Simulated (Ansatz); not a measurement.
## Ba, bcc: geometry optimisation

Computed with Ansatz 0.2.0, DFT, RPBE, plane waves (420 eV) with PAW, scalar-relativistic. The PAW files were generated under PBE, with cores re-solved for the functional.

k-point mesh 9×9×9, Fermi-Dirac smearing 0.1 eV, no spin polarisation. Cell and atoms relax.

Starting structure:

```yaml
crystal:
  lattice:
    - [-2.50000, 2.50000, 2.50000]
    - [2.50000, -2.50000, 2.50000]
    - [2.50000, 2.50000, -2.50000]
  atoms:
    - { symbol: Ba, position: [0.00000, 0.00000, 0.00000] }
```

Question: What cell does the relaxation end in?

Answer: Im-3m with a = 5.151 Å; 68.34 Å³ per atom against 62.50 at the start (9.4 %).

Question: How much energy does the relaxation gain?

Answer: 15.2 meV per atom.

Path of the relaxation (the plane waves are chosen anew near the end, which can shift the energy a little):

```
step  E − E(final) (meV/atom)  V (Å³/atom)  P (GPa)  max force (eV/Å)
   0                    15.21       62.500     0.83             0.000
   1                     8.50       63.998     0.61             0.000
   2                     0.05       68.344     0.04             0.000
   3                     0.00       68.344     0.04             0.000
```
